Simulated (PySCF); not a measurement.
nitric oxide (NO), SMILES [N]=O, multiplicity 2. Atoms are numbered in the order given.

```xyz
2

N      0.0000     0.0000    -0.6174
O      0.0000     0.0000     0.5402
```
Charge 0, spin multiplicity 2.

Geometry: PBE-D3(BJ)/def2-TZVPD.

These are PBE/pcH-1 (PySCF) values and carry that method's errors.

Unrestricted Kohn–Sham, ⟨S²⟩ = 0.751. Hyperfine tensors hold the contact and dipolar terms, without spin-orbit corrections.

Estimate the hyperfine couplings. (The exact figures need the calculation; the answer reports its results.)


| nucleus | A(iso) (MHz) | A(iso) (G) | dipolar principal values (MHz) |
|---|---|---|---|
| 14N no. 1 | 6.5 | 2.3 | -38.5, -37.5, 76.0 |
| 17O no. 2 | -10.0 | -3.6 | -138.5, 64.4, 74.1 |
